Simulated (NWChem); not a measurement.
**One shape, several levels: C2H3FO (acetyl fluoride)**

Aim: a comparison of 4 runs (HF/3-21G, HF/aug-cc-pVDZ, B3LYP/6-31G*, PBE0/def2-SVP) of C2H3FO (acetyl fluoride). 

Program for the calculation: NWChem 7.3.0.

**1. Starting point**

The species is C2H3FO (7 atoms), meant as a singlet with charge 0. SMILES: `CC(=O)F`. The shape is that of a PBE0-D4/def2-TZVP optimisation.

Bond lengths: C1–C2 1.488 Å, C2–O3 1.179 Å, C2–F4 1.351 Å, C1–H5 1.087 Å, C1–H6 1.092 Å, C1–H7 1.092 Å. Angles: C1–C2–O3 129.2°, C1–C2–F4 110.5°, O3–C2–F4 120.2°, C2–C1–H5 109.9°, C2–C1–H6 109.4°, C2–C1–H7 109.4°, H5–C1–H6 110.4°, H5–C1–H7 110.4°, H6–C1–H7 107.3°.

**2. Energy and gradient at HF/3-21G (run 1)**

File run.py:

```python
from ase import Atoms
from ase.calculators.nwchem import NWChem

system = Atoms(['C', 'C', 'O', 'F', 'H', 'H', 'H'], positions=[
    [0.485310, 0.015050, 0.443640],
    [-0.694890, -0.034350, -0.460580],
    [-1.835410, -0.165690, -0.191770],
    [-0.310690, 0.097630, -1.749400],
    [0.165320, -0.091900, 1.476660],
    [1.180650, -0.783140, 0.176830],
    [1.009710, 0.962410, 0.304610],
])

calc = NWChem(
    label='c2h3fo',
    theory='scf',
    memory='2200 mb',
    basis='3-21G',
    basispar='spherical bse',
    scf={'nopen': '0', 'rhf': None, 'thresh': '1e-08', 'maxiter': '80'},
)
system.calc = calc

forces = system.get_forces()
e = system.get_potential_energy()
print(f"E = {e:.6f} eV")
print("forces (eV/A):")
for s, f in zip(system.symbols, forces):
    print(f"{s:2s} {f[0]:10.5f} {f[1]:10.5f} {f[2]:10.5f}")
print("dipole (e A):", system.get_dipole_moment().round(4))
```

Run with:

```console
$ export ASE_NWCHEM_COMMAND="nwchem PREFIX.nwi > PREFIX.nwo"
$ python run.py
```

The program printed:

```text
E = -6813.902437 eV
forces (eV/A):
C     0.38916    0.02119    0.23253
C     0.28544    0.01028    0.24765
O    -0.53134   -0.05600    0.05214
F     0.08721    0.03353   -0.34329
H     0.11344    0.03708   -0.35543
H    -0.19520    0.21597    0.10074
H    -0.14871   -0.26215    0.06567
dipole (e A): [0.5919 0.0338 0.3299]
```

The calculator wrote c2h3fo.nwi:

```
title "c2h3fo"

permanent_dir c2h3fo

scratch_dir c2h3fo

start c2h3fo

geometry units angstrom nocenter noautosym noautoz
  C  4.8531000000000002e-01 1.5049999999999999e-02 4.4363999999999998e-01
  C  -6.9489000000000001e-01 -3.4349999999999999e-02 -4.6057999999999999e-01
  O  -1.8354100000000000e+00 -1.6569000000000000e-01 -1.9177000000000000e-01
  F  -3.1069000000000002e-01 9.7629999999999995e-02 -1.7494000000000001e+00
  H  1.6531999999999999e-01 -9.1899999999999996e-02 1.4766600000000001e+00
  H  1.1806500000000000e+00 -7.8313999999999995e-01 1.7682999999999999e-01
  H  1.0097100000000001e+00 9.6240999999999999e-01 3.0460999999999999e-01
end

memory 2200 mb

basis spherical bse noprint
   * library 3-21G
end

scf
  nopen 0
  rhf
  thresh 1e-08
  maxiter 80
end

task scf gradient
```

c2h3fo.nwo:

```text
Northwest Computational Chemistry Package (NWChem) 7.3.0
             --------------------------------------------------------

           Job information
           ---------------

    nwchem branch   = 7.3.0
    use scalapack   = T
    input           = c2h3fo.nwi
    prefix          = c2h3fo.
    data base       = c2h3fo/c2h3fo.db
    status          = startup
    nproc           =        1

           Memory information
           ------------------

    heap     =     72089598 doubles =      550.0 Mbytes
    stack    =     72089595 doubles =      550.0 Mbytes
    global   =    144179200 doubles =     1100.0 Mbytes (distinct from heap & stack)
    total    =    288358393 doubles =     2200.0 Mbytes
    verify   = yes
    hardfail = no

[... 138 lines left out ...]
 Convergence threshold     :          1.000E-08
[... 13 lines left out ...]
       Final RHF  results
[... 3 lines left out ...]
      One-electron energy =   -580.930269435959
[... 1 line left out ...]
 Nuclear repulsion energy =    119.233309556655
[... 34 lines left out ...]
                       ROHF Final Molecular Orbital Analysis
[... 231 lines left out ...]
                 ----------------------------------------
                 |  Time  |  1-e(secs)   |  2-e(secs)   |
                 ----------------------------------------
                 |  CPU   |       0.00   |       0.16   |
                 ----------------------------------------
                 |  WALL  |       0.00   |       0.16   |
                 ----------------------------------------

 Task  times  cpu:        0.8s     wall:        0.8s
 Total times  cpu:        0.9s     wall:        0.9s
```

Run time: 1.7 s. Hardware: 1 thread of Intel Xeon 6975P-C (Granite Rapids), shared host; peak memory 0.1 GiB.

**3. Energy and forces at HF/aug-cc-pVDZ (run 2)**

File c2h3fo.nw:

```
start c2h3fo
title "C2H3FO gradient"
memory stack 880 mb heap 220 mb global 1100 mb
charge 0

geometry units angstroms noautosym nocenter noautoz
   C        0.485310       0.015050       0.443640
   C       -0.694890      -0.034350      -0.460580
   O       -1.835410      -0.165690      -0.191770
   F       -0.310690       0.097630      -1.749400
   H        0.165320      -0.091900       1.476660
   H        1.180650      -0.783140       0.176830
   H        1.009710       0.962410       0.304610
end

basis spherical bse
   * library aug-cc-pVDZ
end

scf
   thresh 1e-08
   maxiter 80
end

task scf gradient
```

Run with:

```console
$ nwchem c2h3fo.nw > c2h3fo.out
```

The program printed:

```text
[...]
  functions       =   119
[...]
  wavefunction    = RHF
[...]
         Total SCF energy =   -251.833312901295
      One-electron energy =   -582.762576411563
      Two-electron energy =    211.695953953613
 Nuclear repulsion energy =    119.233309556655
        Time for solution =     34.0s
[...]
                         RHF ENERGY GRADIENTS
    atom               coordinates                        gradient
                 x          y          z           x          y          z
   1 C       0.917103   0.028440   0.838358   -0.005516  -0.000249  -0.004019
   2 C      -1.313152  -0.064912  -0.870370    0.021115   0.001544   0.007014
   3 O      -3.468422  -0.313109  -0.362393   -0.025344  -0.003036   0.007627
   4 F      -0.587119   0.184494  -3.305887    0.005880   0.001494  -0.012512
   5 H       0.312410  -0.173666   2.790483    0.000102  -0.000121   0.001803
   6 H       2.231105  -1.479920   0.334160    0.001970  -0.000749  -0.000025
   7 H       1.908075   1.818691   0.575629    0.001793   0.001116   0.000113
[...]
```

It took 44 s on 1 thread of Intel Xeon 6975P-C (Granite Rapids), shared host; peak memory 0.1 GiB.

**4. Energy and gradient at B3LYP/6-31G(d) (spherical functions) (run 3)**

File c2h3fo.xyz:

```xyz
7

C      0.485310     0.015050     0.443640
C     -0.694890    -0.034350    -0.460580
O     -1.835410    -0.165690    -0.191770
F     -0.310690     0.097630    -1.749400
H      0.165320    -0.091900     1.476660
H      1.180650    -0.783140     0.176830
H      1.009710     0.962410     0.304610
```

File c2h3fo.nw:

```
start c2h3fo
memory 2200 mb
geometry units angstroms noautosym nocenter noautoz
  load c2h3fo.xyz
end
basis "ao basis" spherical bse
  C library 6-31G*
  O library 6-31G*
  F library 6-31G*
  H library 6-31G*
end
dft
  xc b3lyp
  grid xfine
  convergence energy 1e-08
  iterations 100
  mulliken
  noprint "final vectors analysis"
end
task dft gradient
```

Run with:

```console
$ nwchem c2h3fo.nw > c2h3fo.out
```

The program printed:

```text
[...]
          Wavefunction type:  closed shell.
          No. of atoms     :     7
          No. of electrons :    32
[...]
          Charge           :     0
          Spin multiplicity:     1
[...]
          AO basis - number of functions:    62
[...]
              XC Information
              --------------
                         B3LYP Method XC Potential
                     Hartree-Fock (Exact) Exchange  0.200
                        Slater Exchange Functional  0.800 local
                    Becke 1988 Exchange Functional  0.720 non-local
              Lee-Yang-Parr Correlation Functional  0.810
                  VWN I RPA Correlation Functional  0.190 local
[...]
 d= 0,ls=0.0,diis     1   -252.9436173021 -3.72D+02  2.53D-02  1.25D+00     1.4
[...]
 d= 0,ls=0.0,diis    11   -253.0878768376 -1.73D-10  2.44D-07  6.14D-10    13.2
         Total DFT energy =     -253.087876837645
      One electron energy =     -583.501747336527
           Coulomb energy =      242.238191893932
    Exchange-Corr. energy =      -31.057630951705
 Nuclear repulsion energy =      119.233309556655
[...]
      Total Density - Mulliken Population Analysis
     ---------------------------------------------
    Atom       Charge   Shell Charges
 -----------   ------   -------------------------------------------------------
    1 C    6     6.54   2.00  0.67  2.17  0.64  1.03  0.03
    2 C    6     5.41   2.00  0.71  1.89  0.27  0.42  0.13
    3 O    8     8.34   2.00  0.92  2.88  0.91  1.60  0.03
    4 F    9     9.28   2.00  0.94  3.31  1.02  2.00  0.02
    5 H    1     0.81   0.52  0.28
    6 H    1     0.80   0.52  0.29
    7 H    1     0.80   0.52  0.29
[...]
  wavefunction    = closed shell
                         DFT ENERGY GRADIENTS
    atom               coordinates                        gradient
                 x          y          z           x          y          z
   1 C       0.917103   0.028440   0.838358   -0.003592  -0.000165  -0.002589
   2 C      -1.313152  -0.064912  -0.870370   -0.012531  -0.001503   0.003662
   3 O      -3.468422  -0.313109  -0.362393    0.023754   0.002862  -0.007296
   4 F      -0.587119   0.184494  -3.305887   -0.004037  -0.001065   0.009173
   5 H       0.312410  -0.173666   2.790483   -0.000018   0.000179  -0.002460
   6 H       2.231105  -1.479920   0.334160   -0.001960   0.001570  -0.000119
   7 H       1.908075   1.818691   0.575629   -0.001617  -0.001879  -0.000371
[...]
```

It took 17 s on 1 thread of Intel Xeon 6975P-C (Granite Rapids), shared host; peak memory 0.14 GiB.

**5. Energy and gradient at PBE0/def2-SVP (run 4)**

File run.py:

```python
from ase import Atoms
from ase.calculators.nwchem import NWChem

atoms = Atoms(['C', 'C', 'O', 'F', 'H', 'H', 'H'], positions=[
    [0.485310, 0.015050, 0.443640],
    [-0.694890, -0.034350, -0.460580],
    [-1.835410, -0.165690, -0.191770],
    [-0.310690, 0.097630, -1.749400],
    [0.165320, -0.091900, 1.476660],
    [1.180650, -0.783140, 0.176830],
    [1.009710, 0.962410, 0.304610],
])

calc = NWChem(
    label='c2h3fo',
    theory='dft',
    memory='2200 mb',
    basis='def2-SVP',
    basispar='spherical bse',
    dft={'xc': 'pbe0', 'mult': '1', 'grid': 'xfine', 'convergence': 'energy 1e-08', 'iterations': '100', 'mulliken': None},
)
atoms.calc = calc

forces = atoms.get_forces()
e = atoms.get_potential_energy()
print(f"E = {e:.6f} eV")
print("forces (eV/A):")
for s, f in zip(atoms.symbols, forces):
    print(f"{s:2s} {f[0]:10.5f} {f[1]:10.5f} {f[2]:10.5f}")
print("dipole (e A):", atoms.get_dipole_moment().round(4))
```

Run with:

```console
$ export ASE_NWCHEM_COMMAND="nwchem PREFIX.nwi > PREFIX.nwo"
$ python run.py
```

The program printed:

```text
E = -6874.658786 eV
forces (eV/A):
C    -0.17422   -0.00879   -0.11061
C     0.18394    0.04520   -0.36607
O    -0.24533   -0.03162    0.10171
F    -0.02540   -0.01589    0.18157
H    -0.07888   -0.02936    0.29537
H     0.19160   -0.19983   -0.06705
H     0.14825    0.24030   -0.03486
dipole (e A): [0.5309 0.0327 0.2639]
```

The calculator wrote c2h3fo.nwi:

```
title "c2h3fo"

permanent_dir c2h3fo

scratch_dir c2h3fo

start c2h3fo

geometry units angstrom nocenter noautosym noautoz
  C  4.8531000000000002e-01 1.5049999999999999e-02 4.4363999999999998e-01
  C  -6.9489000000000001e-01 -3.4349999999999999e-02 -4.6057999999999999e-01
  O  -1.8354100000000000e+00 -1.6569000000000000e-01 -1.9177000000000000e-01
  F  -3.1069000000000002e-01 9.7629999999999995e-02 -1.7494000000000001e+00
  H  1.6531999999999999e-01 -9.1899999999999996e-02 1.4766600000000001e+00
  H  1.1806500000000000e+00 -7.8313999999999995e-01 1.7682999999999999e-01
  H  1.0097100000000001e+00 9.6240999999999999e-01 3.0460999999999999e-01
end

memory 2200 mb

basis spherical bse noprint
   * library def2-SVP
end

dft
  xc pbe0
  mult 1
  grid xfine
  convergence energy 1e-08
  iterations 100
  mulliken
end

task dft gradient
```

c2h3fo.nwo:

```text
Northwest Computational Chemistry Package (NWChem) 7.3.0
             --------------------------------------------------------

           Job information
           ---------------

    nwchem branch   = 7.3.0
    use scalapack   = T
    input           = c2h3fo.nwi
    prefix          = c2h3fo.
    data base       = c2h3fo/c2h3fo.db
    status          = startup
    nproc           =        1

           Memory information
           ------------------

    heap     =     72089598 doubles =      550.0 Mbytes
    stack    =     72089595 doubles =      550.0 Mbytes
    global   =    144179200 doubles =     1100.0 Mbytes (distinct from heap & stack)
    total    =    288358393 doubles =     2200.0 Mbytes
    verify   = yes
    hardfail = no

[... 109 lines left out ...]
  convergence criterion.
[... 40 lines left out ...]
          Spatial weights used:  Erf1
[... 77 lines left out ...]
         Total DFT energy =     -252.639052640453
[... 3 lines left out ...]
 Nuclear repulsion energy =      119.233309556655
[... 571 lines left out ...]
          Convergence on gradient requested:  5.00D-04
[... 27 lines left out ...]
          total energy or number of iterations.
[... 38 lines left out ...]
                 ----------------------------------------
                 |  Time  |  1-e(secs)   |  2-e(secs)   |
                 ----------------------------------------
                 |  CPU   |       0.00   |       0.85   |
                 ----------------------------------------
                 |  WALL  |       0.00   |       0.85   |
                 ----------------------------------------

 Task  times  cpu:       17.1s     wall:       17.1s
 Total times  cpu:       17.1s     wall:       17.1s
```

It took 18 s on 1 thread of Intel Xeon 6975P-C (Granite Rapids), shared host; peak memory 0.14 GiB.

**6. Overview of the runs**

```tsv
run	level	iteration cap	module	energy (Eh)	dipole moment (D)	HOMO energy (eV)	LUMO energy (eV)	wall time
1	HF/3-21G	80	scf	-250.406298	3.26	-13.02	4.42	1.7 s
2	HF/aug-cc-pVDZ	80	scf	-251.833313	3.30	-13.37	0.82	44 s
3	B3LYP/6-31G* (spherical functions)	100	dft	-253.087877	2.77	–	–	17 s
4	PBE0/def2-SVP	100	dft	-252.639053	2.85	-8.83	-0.17	18 s
```

**7. What came out**

| quantity | value |
| --- | --- |
| run 4: total energy | -252.63905 Eh |
| run 4: dipole moment | 2.85 D |
| run 4: HOMO energy | -8.83 eV |
| run 4: LUMO energy | -0.17 eV |
| run 4: HOMO–LUMO gap | 8.65 eV |
| run 4: largest force on an atom | 0.412 eV/Å |

What this shows: The dipole moment (its size) runs from 2.77 D (B3LYP/6-31G*) to 3.30 D (HF/aug-cc-pVDZ). The two ends differ in method and basis. Over runs 1, 2, 4 the HOMO–LUMO gap runs from 8.65 eV (PBE0/def2-SVP) to 17.44 eV (HF/3-21G). Totals of different functionals can't be ranked against each other. All runs together took 80 s, the longest 44 s.
